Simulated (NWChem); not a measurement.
System: carbon tetrachloride (CCl$_{4}$); SMILES ClC(Cl)(Cl)Cl

Program: NWChem. Pople sets run with spherical d functions. Each level has its own optimisation; frequencies are unscaled.

| level | r C–Cl (Å) | highest harmonic frequency (cm⁻¹) | lowest (cm⁻¹) | zero-point energy (kcal/mol) |
|---|---|---|---|---|
| Hartree-Fock/STO-3G | 1.818 | 1035 | 225 | 7.2 |
| Hartree-Fock/3-21G | 1.832 | 816 | 221 | 6.1 |
| Hartree-Fock/6-31G* | 1.766 | 898 | 244 | 6.8 |
| B3LYP/6-31G* | 1.792 | 749 | 219 | 5.8 |
| LDA (Slater exchange, VWN5)/def2-SVP | 1.766 | 768 | 211 | 5.9 |
| PBE/def2-SVP | 1.789 | 730 | 208 | 5.7 |
| BLYP/def2-SVP | 1.809 | 693 | 204 | 5.4 |
| PBE0/def2-SVP | 1.770 | 799 | 219 | 6.1 |
